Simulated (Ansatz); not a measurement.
**CHClF2: taking an electron away**

One table from this session's results is given with a row withheld; the runs are named, their logs left out.

The runs use Ansatz 0.2.0, Gaussian basis; unrestricted cation, the program's frozen cores in correlated methods.

Plan: UKS PBE-D4/def2-TZVPP; UKS r2SCAN-D4/def2-TZVPP; UKS PBE0-D4/def2-TZVPP; UKS B3LYP-D4/def2-TZVPP; UKS wB97X-V/def2-TZVPP; UKS wB97M-V/def2-TZVPP; UKS B2PLYP/def2-TZVPP; UHF-CCSD(T)/def2-TZVPP; UHF-MP2/def2-QZVPP; extrapolation to the limit; then −ε(HOMO) from the neutral's earlier runs with LDA (SPW92), PBE-D4, revPBE-D4, BLYP-D4, r2SCAN-D4, B97M-V, PBE0-D4, B3LYP-D4, r2SCANh-D4, r2SCAN0-D4, HSE06-D4, BHLYP-D4, CAM-B3LYP-D4, LC-ωPBE, ωB97X-V, ωB97M-V.

## Structure used throughout

All runs share one geometry, relaxed beforehand with PBE0-D4 in a triple-zeta def2 set.

SMILES `FC(F)Cl`, 5 atoms, charge 0, spin multiplicity 1.

Atoms are counted from 1 here; the program's logs count them from 0.

Bond lengths: F1–C2 1.334 Å, C2–F3 1.334 Å, C2–Cl4 1.763 Å, C2–H5 1.090 Å. Angles: F1–C2–F3 108.3°, F1–C2–Cl4 109.7°, F1–C2–H5 110.0°, F3–C2–Cl4 109.7°, F3–C2–H5 110.0°, Cl4–C2–H5 109.0°.

The first run:

The input, in.yaml:

```yaml
crystal:
  periodic: [false, false, false]
  atoms:
    - {symbol: F, position_ang: [0.038865, -0.568098, 1.222252]}
    - {symbol: C, position_ang: [0.109387, 0.023583, 0.028346]}
    - {symbol: F, position_ang: [0.844158, -0.745918, -0.776919]}
    - {symbol: Cl, position_ang: [-1.510967, 0.208912, -0.640839]}
    - {symbol: H, position_ang: [0.568558, 1.007822, 0.125760]}
basis:
  gaussian: {orbitals: def2-TZVPP}
total_charge: 1
magnetization: {spin_polarized: true, initial_magnetization: 1}
hamiltonian: {xc: pbe, dispersion: d4}
```

Among the steps run: Cation, UKS PBE-D4/def2-TZVPP; Cation, UKS r2SCAN-D4/def2-TZVPP; Cation, UKS PBE0-D4/def2-TZVPP; Cation, UKS B3LYP-D4/def2-TZVPP; Cation, UKS wB97X-V/def2-TZVPP; Cation, UKS wB97M-V/def2-TZVPP; Cation, UKS B2PLYP (frozen core)/def2-TZVPP; Cation, UHF-CCSD(T)/def2-TZVPP; Cation, UHF-MP2/def2-QZVPP.

One of the session's tables, all rows but one given; the rest of the session is left out.

It belongs to the step «Ionisation energies side by side». Orbital estimates, from the neutral's runs:

| functional | −ε(HOMO) (eV) |
| --- | --- |
| LDA (SPW92) | 8.25 |
| PBE-D4 | 8.09 |
| revPBE-D4 | 8.02 |
| BLYP-D4 | 7.95 |
| r2SCAN-D4 | 8.46 |
| B97M-V | 8.57 |
| PBE0-D4 | 9.60 |
| B3LYP-D4 | 9.33 |
| r2SCANh-D4 | 9.01 |
| r2SCAN0-D4 | 9.84 |
| HSE06-D4 | 9.19 |
| BHLYP-D4 | ? |
| CAM-B3LYP-D4 | 11.05 |
| LC-ωPBE | 12.51 |
| ωB97X-V | 12.10 |
| ωB97M-V | 11.93 |

**Question.** Estimate the row for BHLYP-D4.

Worked estimate for «−ε(HOMO) (eV)». Against the share of exact exchange, BLYP-D4 (0, 7.95), B3LYP-D4 (0.2, 9.33) give a slope of 6.90 per unit share; at 0.5 the line stands at 11.40.

The run gave: −ε(HOMO) (eV): 10.98. In «−ε(HOMO) (eV)» the line misses by +0.42.
